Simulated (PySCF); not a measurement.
Species: HNO.
InChI=1S/HNO/c1-2/h1H

Linear response at PBE0/aug-cc-pVTZ (PySCF, frozen core in the response, non-relativistic). Isolated species at its PBE0-D3(BJ)/def2-TZVP geometry, gas phase.

Static isotropic polarisability: 14.79 au (2.19 Å³), principal values 10.5, 13.9, 20.0 au.

**Question.** What is the polarisability at 1064 nm and at the sodium D line?

**Answer.** 15.02 au at 1064 nm (+1.5 %), 15.07 au at 589.3 nm (+1.9 %). The lowest singlet lies at 796 nm (f = 0.000), near or inside this range; the response is undamped and has a pole at each allowed excitation.

**Question.** What is the isotropic C6 coefficient between two such molecules, C6 = (3/π)∫α(iω)² dω?

**Answer.** 101.8 au (Eh·bohr⁶) by a ten-point quadrature over imaginary frequencies, which is 60.8 eV·Å⁶ or 5.87 J·nm⁶/mol.

**Question.** Which effective excitation energy ω̄ makes London's formula C6 = (3/4)α²ω̄ exact here?

**Answer.** ω̄ = 4·C6/(3α²) = 0.621 Eh = 16.9 eV.

**Question.** The lowest 10 singlets have (eV, f): 1.56, 0.000; 5.71, 0.040; 7.21, 0.023; 7.53, 0.002; 7.80, 0.056; 7.81, 0.002; 8.61, 0.036; 9.40, 0.003; 9.72, 0.002; 9.85, 0.025. What share of the static polarisability do they carry in the sum over states α = Σ f/ω²?

**Answer.** 2.63 au, 17.8 % of α; the largest term, 0.91 au, is that of the state at 5.71 eV. Their oscillator strengths add up to 0.19. Higher states carry the rest.

**Question.** How many electrons N does the Slater–Kirkwood formula C6 = (3/4)·√N·α^(3/2) need to give this C6?

**Answer.** N = (4·C6/3)²/α³ = 5.7; the species has 16 electrons in all.

**Question.** What three-body coefficient follows from the one-pole estimate C9 = (3/4)·α·C6?

**Answer.** 1130 au. This is an estimate from the two numbers above, not a computed integral.

**Question.** What does −C6/R⁶ come to at R = 8 Å between centres?

**Answer.** -22 J/mol. This is the leading, orientation-averaged term; C8 and higher terms are left out.

**Question.** How anisotropic is the static polarisability, by Δα² = ½[(α1 − α2)² + (α2 − α3)² + (α3 − α1)²]?

**Answer.** Δα = 8.3 au, or 0.56 of the isotropic value.
